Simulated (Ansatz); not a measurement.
# Si2H2 (quintet): the correlation ladder, def2-QZVPP

The task here is to estimate one member of a computed series from the others.

Method: def2-QZVPP, core rule «outside noble gas», up to 10 orbitals frozen; program: Ansatz 0.2.0, Gaussian basis.

The runs, in order: UHF; ROHF; CCSD(T) on UHF.

2 further runs of the same task are left out: 2 set aside as unsound or not needed.

## What is computed

The geometry is a PBE0/def2-TZVP stationary point (not a proven minimum) of the parent state, kept for this charge and spin.

4 atoms, charge 0, spin multiplicity 5.

Atoms are counted from 1 here; the program's logs count them from 0.

Bond lengths: Si1–Si2 2.273 Å, Si1–H3 1.514 Å, Si2–H4 1.514 Å. Angles: Si2–Si1–H3 104.6°, Si1–Si2–H4 104.6°.

Geometry (Å):

```xyz
4
charge 0, multiplicity 5
Si    0.0000   -0.1356    1.1285
Si    0.0000    0.1356   -1.1285
H     0.0000    1.2734    1.6823
H     0.0000   -1.2734   -1.6823
```

The first run:

in.yaml

```yaml
crystal:
  periodic: [false, false, false]
  atoms:
    - {symbol: Si, position_ang: [0.000000, -0.135595, 1.128508]}
    - {symbol: Si, position_ang: [0.000000, 0.135595, -1.128508]}
    - {symbol: H, position_ang: [0.000000, 1.273421, 1.682307]}
    - {symbol: H, position_ang: [0.000000, -1.273421, -1.682307]}
basis:
  gaussian: {orbitals: "def2-QZVPP.json"}
magnetization: {spin_polarized: true, initial_magnetization: 4}
hamiltonian: {xc: hf}
output: {orbitals: {seedname: orbitals}}
```

Started as:

```
$ ansatz run in.yaml --threads 1 --pin off --events-out ev --progress --plain --max-ram 3968MiB --backend cpu
```

Among the steps run: UHF; ROHF; CCSD(T) on UHF.

One of the session's tables, all rows but one given; the rest of the session is left out.

```
  method  from UCCSD(T) (meV)
    ROHF              +5832.8
     UHF                    ?
    UMP2              +1132.2
   UCCSD               +240.5
UCCSD(T)                    0
```

Q: Estimate the row for UHF from the others.

The run gave: from UCCSD(T) (meV): +5717.7. In the column «from UCCSD(T) (meV)» it lies between UMP2 (+1132.2) and ROHF (+5832.8).
